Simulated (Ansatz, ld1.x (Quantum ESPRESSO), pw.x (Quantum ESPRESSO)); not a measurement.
# What a changed setting does to a pw.x run (bcc K)

Potential: ultrasoft, ld1.x (Quantum ESPRESSO) 7.5, PBE; core [Ne], reference 3s2 3p6 4s1 4p0; waves: 3s (bound): rcut 2.40, rcutus 2.60 bohr; 4s (bound): rcut 2.40, rcutus 2.60 bohr; 3p (bound): rcut 2.00, rcutus 2.40 bohr; 4p (bound, empty): rcut 2.00, rcutus 2.40 bohr; 3d channel at 0.78 Ry: rcut 2.50, rcutus 2.80 bohr; 3d channel at 0.95 Ry: rcut 2.50, rcutus 2.80 bohr; local part: all-electron potential smoothed inside 2.00 bohr (lloc = -2); core correction: none; augmentation: PSQ, radius 1.85 bohr.

The reference run (k-mesh 9³, cutoffs 40/320 Ry, Fermi–Dirac 0.01 Ry, mixing_beta 0.4, conv_thr 1e-9, no spin) gives 0.02 GPa at 74.315 Å³/atom, where all-electron LAPW gives -0.01 GPa. This run, with its own iteration cap, changes smearing to mp.

```
&control
  calculation='scf', prefix='x', pseudo_dir='./', outdir='./tmp', tstress=.true., disk_io='none'
/
&system
  ibrav=0, nat=1, ntyp=1, ecutwfc=40, ecutrho=320, nbnd=12,
  occupations='smearing', smearing='mp', degauss=0.01
/
&electrons
  conv_thr=1e-09, mixing_beta=0.4, electron_maxstep=50
/
ATOMIC_SPECIES
K 1.0 K.UPF
CELL_PARAMETERS angstrom
  -2.64853366 2.64853366 2.64853366
  2.64853366 -2.64853366 2.64853366
  2.64853366 2.64853366 -2.64853366
ATOMIC_POSITIONS crystal
K 0.0000 0.0000 0.0000
K_POINTS automatic
9 9 9 0 0 0
```

```bash
pw.x < K.scf.in > K.scf.out
```

Q: How does the run end?

A: It converges in 16 iterations; the free energy moves by +20.8 meV/atom and the pressure by -0.03 GPa. This scheme is built to cancel the term in the square of the width that Fermi–Dirac smearing leaves in the F of a metal.

```
Message from routine setup:
     using ibrav=0 with symmetry is DISCOURAGED, use correct ibrav instead
     lattice parameter (alat)  =       8.6689  a.u.
     unit-cell volume          =     501.5025 (a.u.)^3
     number of electrons       =         9.00
     number of Kohn-Sham states=           12
     kinetic-energy cutoff     =      40.0000  Ry
     charge density cutoff     =     320.0000  Ry
     scf convergence threshold =      1.0E-09
     Exchange-correlation= PBE
     number of k points=    35  Methfessel-Paxton smearing, width (Ry)=  0.0100
     iteration #  1     ecut=    40.00 Ry     beta= 0.40
     total energy              =     -56.94194074 Ry
     estimated scf accuracy    <       0.00563189 Ry
     iteration #  2     ecut=    40.00 Ry     beta= 0.40
     total energy              =     -56.94284447 Ry
     estimated scf accuracy    <       0.00026525 Ry
     iteration #  3     ecut=    40.00 Ry     beta= 0.40
     c_bands:  1 eigenvalues not converged
     total energy              =     -56.94293279 Ry
     estimated scf accuracy    <       0.00014049 Ry
     iteration #  4     ecut=    40.00 Ry     beta= 0.40
     c_bands:  1 eigenvalues not converged
     total energy              =     -56.94294438 Ry
     estimated scf accuracy    <       0.00005018 Ry
     iteration #  5     ecut=    40.00 Ry     beta= 0.40
     total energy              =     -56.94295203 Ry
     estimated scf accuracy    <       0.00000093 Ry
     iteration #  6     ecut=    40.00 Ry     beta= 0.40
     total energy              =     -56.94295197 Ry
     estimated scf accuracy    <       0.00001579 Ry
     [... 4 iterations left out ...]
     iteration # 11     ecut=    40.00 Ry     beta= 0.40
     total energy              =     -56.94295229 Ry
     estimated scf accuracy    <       0.00000004 Ry
     iteration # 12     ecut=    40.00 Ry     beta= 0.40
     total energy              =     -56.94295229 Ry
     estimated scf accuracy    <          5.1E-09 Ry
     iteration # 13     ecut=    40.00 Ry     beta= 0.40
     total energy              =     -56.94295230 Ry
     estimated scf accuracy    <          6.7E-09 Ry
     iteration # 14     ecut=    40.00 Ry     beta= 0.40
     total energy              =     -56.94295230 Ry
     estimated scf accuracy    <          2.4E-09 Ry
     iteration # 15     ecut=    40.00 Ry     beta= 0.40
     total energy              =     -56.94295230 Ry
     estimated scf accuracy    <          1.5E-09 Ry
     iteration # 16     ecut=    40.00 Ry     beta= 0.40
     the Fermi energy is     1.7594 ev
!    total energy              =     -56.94295230 Ry
     estimated scf accuracy    <          1.7E-10 Ry
     smearing contrib. (-TS)   =       0.00000286 Ry
     The total energy is F=E-TS. E is the sum of the following terms:
     one-electron contribution =     -38.43797462 Ry
     hartree contribution      =      19.50171729 Ry
     xc contribution           =      -8.55837434 Ry
     ewald contribution        =     -29.44832348 Ry
     convergence has been achieved in  16 iterations
          total   stress  (Ry/bohr**3)                   (kbar)     P=       -0.05
     Message from routine punch:
     Nothing written, as per user request (disk_io='none')
```

The run took about 28 s on one core of a shared host (Neoverse-V2, 32 threads, 247 GiB, load 22).
